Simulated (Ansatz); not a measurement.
# SiNH4 (SMILES [NH][SiH3]): the vertical energy of the quartet above the doublet, rung by rung

SiNH4 has 6 atoms, charge 0, and is taken as a doublet. SMILES: `[NH][SiH3]`. The shape is that of a PBE0-D4/def2-TZVP optimisation.

```xyz
6

N     0.5921   -0.8352    0.9095
Si   -0.2037    0.3476   -0.1100
H     0.9228   -1.6407    0.3727
H    -1.3106   -0.2823   -0.8855
H     0.7895    0.9118   -1.0689
H    -0.7481    1.4348    0.7362
```

Quantity: the vertical energy of the quartet above the doublet, in eV. The values are calculated.

```tsv
level	kind	program	value (eV)	less FCI/STO-3G
U-revPBE/STO-3G	GGA	Ansatz	9.56	-0.19
UBLYP/STO-3G	GGA	Ansatz	9.56	-0.19
U-r2SCAN/STO-3G	meta-GGA	Ansatz	9.68	-0.07
UHSE06/STO-3G	range-separated hybrid	Ansatz	9.69	-0.06
UMP2/STO-3G	perturbation theory	Ansatz	9.75	0.00
UBCCD(T)/STO-3G	coupled cluster or CI	Ansatz	9.76	+0.01
UCCSD/STO-3G	coupled cluster or CI	Ansatz	9.75	0.00
UCCSDTQ/STO-3G	coupled cluster or CI	Ansatz	9.75	0.00
FCI/STO-3G	exact in the basis	Ansatz	9.75	0.00
```

FCI/STO-3G is exact within its basis and frozen core, so for wave-function methods in that basis the difference is their error; functionals converge differently with the basis, so for them it is only a difference. The values span 9.56 to 9.76 eV. All rows use very small basis sets, so none should be taken for the real molecule's value.
